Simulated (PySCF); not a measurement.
Propargyl, C3H3 (doublet state).
Bonds: C1–C2 (triple), C2–C3. Hydrogens: H4 on C1; H5, H6 on C3.

As a line formula: propargyl (`C#C[CH2]`).

Level of theory: PySCF 2.14.0, UKS B3LYP, IGLO-III on C, pcH-1 on H, non-relativistic, mean-field spin-orbit, GIAO. Isolated species at its PBE0-D3(BJ)/def2-SVP geometry, gas phase. Stability of the SCF solution: not tested.

Question: Match the computed a_iso(13C) values -64.6, +62.8, +45.1 MHz with the sites C1; C2; C3.

Answer: 
```tsv
site	a_iso (MHz)	ρ(0) (bohr⁻³)	position	distance from C3 (Å)	spin population	largest |T| (MHz)
C1	+45.1	+0.0401	a main spin site	2.60	+0.55	79.0
C2	-64.6	-0.0575	1 bond from C1	1.37	-0.24	23.4
C3	+62.8	+0.0559	largest spin population	0.00	+0.80	119.1
```

Question: The isotropic 1H couplings, averaged over equivalent nuclei, are -54.7, -44.7 MHz. Assign them to H4; H5/H6.

Answer: 
| site | a_iso (MHz) | ρ(0) (bohr⁻³) | position | distance from C3 (Å) | bound to | spin population there | largest \|T\| (MHz) |
| --- | --- | --- | --- | --- | --- | --- | --- |
| H4 | -44.7 | -0.0100 | 1 bond from C1 | 3.68 | C1 | +0.55 | 22.1 |
| H5/H6 | -54.7 | -0.0122 | 1 bond from C3 | 1.09 | C3 | +0.80 | 28.9 |

ρ(0) is the spin density at the nucleus and T the dipolar tensor; entries for several nuclei are means. The largest Mulliken spin populations are on C3 (+0.80), C1 (+0.55) and C2 (-0.24). The positive populations add up to 1.35 and the negative ones to -0.35, together 2S = 1. The angles at C3 add up to 360.0°, so it is planar; its axial dipolar tensor and the negative couplings of its protons fit spin in a p orbital normal to that plane. Main spin sites, with 60 % or more of the largest population: C1, C3; positions count bonds from the nearest.
